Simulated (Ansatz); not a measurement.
hcp Zr, relaxed in Ansatz (plane waves) with several semilocal functionals. Each gives its own volume and its own bulk modulus:

```tsv
level	V0 (Å³/atom)	bulk modulus (GPa)	ln V0	ln B0
PBEsol-D3(BJ)	21.475	102.6	3.0669	4.6308
PBE-D4	23.040	95.04	3.1372	4.5543
r²SCAN+rVV10	23.268	96.76	3.1471	4.5722
rVV10	23.655	96.09	3.1636	4.5653
revPBE	23.798	90.21	3.1696	4.5021
RPBE	23.959	89.06	3.1763	4.4893
```

Task: Fit a straight line to ln B0 against ln V0. What does it predict for r²SCAN, whose volume is 23.502 Å³/atom?

Result: With x = ln V0 and y = ln B0: means 3.14345 and 4.55233; Σ(Δx Δy) = -0.009069, Σ(Δx²) = 0.008081, so the slope is -1.12. At x = 3.1571 the line gives y = 4.55233 + (-1.12) × (3.1571 − 3.14345) = 4.5370, or 93.41 GPa. The run with r²SCAN gives 95.22 GPa, +1.9 % from the line. The rows used scatter about it by up to 3.6 %, while the largest value lies 15 % above the smallest.

Measured: 95.9 GPa (measured, zero-point energy and finite temperature contributions removed, our sources range from 84.3 to 95.9; as tabulated in doi:10.1021/acs.jctc.3c00612).

Ansatz's density-functional and Hartree–Fock values are scalar-relativistic unless marked +SOC, with PAW data made under PBE.

Ansatz is a quantum-chemistry and plane-wave program.
